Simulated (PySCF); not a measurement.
Estimate the missing entries of this data sheet.

1-chloro-2-methylpropane, C4H9Cl.
Geometry (GFN2-xTB, Å), atoms numbered from 1 in this order:
```
atom  x, y, z in Å
C1     1.261   -0.682   -0.139
C2    -0.020   -0.050    0.396
C3     0.025    1.471    0.251
C4    -1.241   -0.586   -0.344
Cl5   -1.478   -2.327   -0.034
H6     2.121   -0.322    0.419
H7     1.399   -0.429   -1.189
H8     1.218   -1.765   -0.047
H9    -0.122   -0.300    1.457
H10    0.888    1.869    0.778
H11    0.102    1.752   -0.797
H12   -0.871    1.927    0.665
H13   -1.128   -0.471   -1.422
H14   -2.154   -0.089   -0.015
```

```csv
property,level,value
point group of the GFN2-xTB geometry,GFN2-xTB,C1
"rotational constants A, B, C of the GFN2-xTB geometry",GFN2-xTB,?
dipole moment,CAM-B3LYP/def2-SVPD,2.14 D
HOMO energy,CAM-B3LYP/def2-SVPD,?
LUMO energy,CAM-B3LYP/def2-SVPD,1.20 eV
lowest singlet excitation,TDDFT CAM-B3LYP/def2-SVPD,?
lowest triplet excitation (Tamm–Dancoff),TDA CAM-B3LYP/def2-SVPD,6.79 eV
static isotropic polarisability,CAM-B3LYP/def2-SVPD,64.0 au
electronic spatial extent ⟨r²⟩ about the centre of nuclear charge,CAM-B3LYP/def2-SVPD,689 bohr²
13C chemical shifts (computed TMS as zero) by class,GIAO PBE0/pcSseg-1,"57.7 (C4), 36.4 (C2), 22.2 (C1/C3) ppm"
1H chemical shifts (computed TMS as zero) by class,GIAO PBE0/pcSseg-1,"3.27 (H13/H14), 1.65 (H9), 1.02 (H6/H7/H8/H10/H11/H12) ppm"
"isotropic shieldings of nuclei other than C and H, by class",GIAO PBE0/pcSseg-1,?
```

The electronic properties come from PySCF, for the isolated species, density fitting. One conformer (not necessarily the lowest) at the GFN2-xTB geometry, without solvent or vibrations. NMR classes are plain means over equivalent atoms (diastereotopic ones count apart unless rotation or inversion swaps them), as if these changed places fast; in this geometry the members of some classes differ.

(1) The isotropic shieldings of nuclei other than C and H, by class?

(2) What is the HOMO energy?

(3) What is the lowest singlet excitation?

(4) What are the rotational constants A, B, C of the GFN2-xTB geometry?

Results:

(1) 869 (Cl5) ppm.

(2) -9.74 eV.

(3) 7.45 eV (166 nm, f = 0.003).

(4) 7.618, 2.171, 1.821 GHz.

The rotational constants make it an asymmetric top with κ = (2B − A − C)/(A − C) = -0.88, nearer the prolate limit (−1). The vertical singlet–triplet gap S1 − T1 is 0.66 eV (TDDFT singlet less Tamm–Dancoff triplet). The principal polarisabilities are 55.7, 61.7 and 74.7 au; their mean is the isotropic value. With B = h/(8π²I), that is 505.379 GHz u Å² over I, the principal moments of inertia are 66.3, 232.7 and 277.6 u Å² (most abundant isotopes); the inertial defect Ic − Ia − Ib is -21.4 u Å² (zero for a rigid planar frame, negative otherwise). In wavenumbers S1 is 60100 cm⁻¹ (1 eV = 8065.54 cm⁻¹).
